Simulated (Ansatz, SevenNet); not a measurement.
# hcp Hf: properties by level of theory

Reference values: lattice constant a 3.194 Å (measured, 293 K, no zero-point or thermal correction, our sources range from 3.194 to 3.200; as tabulated in Wikipedia's data pages); lattice parameter c 5.051 Å (measured, 293 K, not corrected to a static lattice; as tabulated in Wikipedia's data pages).

| level (code) | lattice parameter a (Å) | c axis length (Å) |
|---|---|---|
| SevenNet-0 | ___ | ___ |
| LDA (Ansatz) | 3.119 | 4.945 |
| PBEsol (Ansatz) | ___ | ___ |
| PBE-D3(BJ) (Ansatz) | ___ | ___ |

Q: Fill in the missing entries.

A: 
- SevenNet-0, lattice parameter a (Å): 3.181
- SevenNet-0, c axis length (Å): 5.131
- PBEsol (Ansatz, a quantum-chemistry and plane-wave program), lattice parameter a (Å): 3.159
- PBEsol (Ansatz), c axis length (Å): 5.001
- PBE-D3(BJ) (Ansatz), lattice parameter a (Å): 3.170
- PBE-D3(BJ) (Ansatz), c axis length (Å): 5.023

Differences from the reference values (errors of the level alone only where the reference is corrected to a static lattice):

| level | lattice constant a (%) | lattice parameter c (%) |
|---|---|---|
| SevenNet-0 | -0.41 | +1.58 |
| LDA | -2.35 | -2.10 |
| PBEsol | -1.10 | -0.99 |
| PBE-D3(BJ) | -0.75 | -0.55 |

Nearest: lattice constant a, not ranked (reference at room or unstated temperature); lattice parameter c, not ranked (reference at room or unstated temperature).

Machine-learned potentials (SevenNet-0) are trained on DFT data: a solid inside that data is no test of them.

Ansatz's density-functional and Hartree–Fock values are scalar-relativistic unless marked +SOC, with PAW data made under PBE.

Differences are worked out from the printed values.
